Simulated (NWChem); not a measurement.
**Correlation energy of oxygen (O2)**

```
O
O 1 1.2000
```
Charge 0, spin multiplicity 3.

Program: NWChem. Structure: optimised with UB3LYP/def2-SVP, a minimum by its harmonic frequencies.

Basis set: cc-pVTZ. Each correlation energy counts from its own Hartree-Fock reference.

The correlated methods keep 2 core orbitals frozen. The unpaired electrons of the parent sit in orbitals of symmetry b2g and b3g (D2h labels of the run); other states weren't searched. No SCF solution was tested for a lower state. Open-shell Hartree-Fock references start from PBE0 orbitals. Coupled-cluster values serve here as a point of comparison, not as the truth.

Problem. One of these methods gave a correlation energy of -433.1 mHa. Which?
(A) URI-MP2
(B) SCS-UMP2
(C) CCSD[T] on UHF
(D) CCSD on UHF

Solution. A, URI-MP2. The others give -411.0 (SCS-UMP2), -434.9 (CCSD on UHF), -453.4 (CCSD[T] on UHF).
